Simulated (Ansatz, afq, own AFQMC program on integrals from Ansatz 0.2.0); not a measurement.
## BSiH3, singlet: AFQMC among the cluster methods

```yaml
atoms:
  - { symbol: Si, position_ang: [-0.4014, -0.0035, 0.0003] }
  - { symbol: B, position_ang: [1.2975, 0.0112, -0.0011] }
  - { symbol: H, position_ang: [-0.9229, 1.3939, 0.0028] }
  - { symbol: H, position_ang: [-0.9036, -0.7105, 1.2137] }
  - { symbol: H, position_ang: [-0.9057, -0.7070, -1.2143] }
```

Connectivity, by distances: SiH3–B.

Basis cc-pVDZ. Only valence electrons are correlated. Integrals, coupled cluster, full CI and functionals: Ansatz 0.2.0; the random walks run on the same integrals in our own AFQMC program. The CISD trial takes its coefficients from CCSD amplitudes. Released means that phaseless walkers are propagated on without the constraint, phases kept. Free projection: walkers drawn from exp(T), propagated without any constraint. Its projection time is finite, and what remains of the start isn't in its error. ± is one standard error of the sampling.

Determinant: RHF, the one that the program's search chose, which needn't be the lowest solution. The geometry is a point of a scan.

No full CI on the walks' own integrals is used here; CCSDT(Q) serves as the reference and is uncertain by about the last step of the cluster series.

Cautions: higher spins were not checked; restricted determinant unstable towards unrestricted (UHF 599 meV lower, ⟨S²⟩ 0.81); CCSDT(Q) on the UHF determinant differs (21 meV lower), perhaps since the unrestricted series falls towards higher spin.

* T1 diagnostic: 0.0187
* weight of the determinant in the CISD state: 0.843
* size of the correlated space: 10 electrons in 41 orbitals

| level | correlation energy (eV) |
| --- | --- |
| MP2 | -4.3365 |
| CCSD | -5.6753 |
| CCSD(T) | -5.8355 |

**Question.** Estimate where free-projection AFQMC lies against CCSD(T) on the same integrals.

**Answer.** 0.99 ± 0.29 kcal/mol below CCSD(T).

Reference: CCSDT(Q), correlation energy -5.883 eV. The released energy is read at 2.40 1/Eh (meV from the phaseless value at times in 1/Eh: -9 ± 15 at 0.24, -16 ± 14 at 0.51, -34 ± 17 at 0.99, -33 ± 21 at 1.62, 3 ± 25 at 2.40).

```json
{"level": "CCSD(T)", "E − E(reference) (kcal/mol)": "1.09", "share of correlation (%)": "99.20"}
{"level": "CCSDT", "E − E(reference) (kcal/mol)": "0.23", "share of correlation (%)": "99.83"}
{"level": "ph-AFQMC/HF", "E − E(reference) (kcal/mol)": "-1.85 ± 1.51", "share of correlation (%)": "101.37"}
{"level": "ph-AFQMC/CISD", "E − E(reference) (kcal/mol)": "0.11 ± 0.31", "share of correlation (%)": "99.92"}
{"level": "released AFQMC", "E − E(reference) (kcal/mol)": "0.19 ± 0.59", "share of correlation (%)": "99.86"}
{"level": "free AFQMC", "E − E(reference) (kcal/mol)": "0.10 ± 0.29", "share of correlation (%)": "99.93"}
```

Free projections are given only where their last times agree within the noise and don't stop above the reference; a slow remainder of the start can still hide under it. A walk keeps the symmetry of its determinant, which the program's search chose and which needn't be the lowest solution, so a lower state of the same spin and another symmetry isn't excluded. Released energies are given only where the last usable release times agree within the noise; a slower fall can still hide under it.
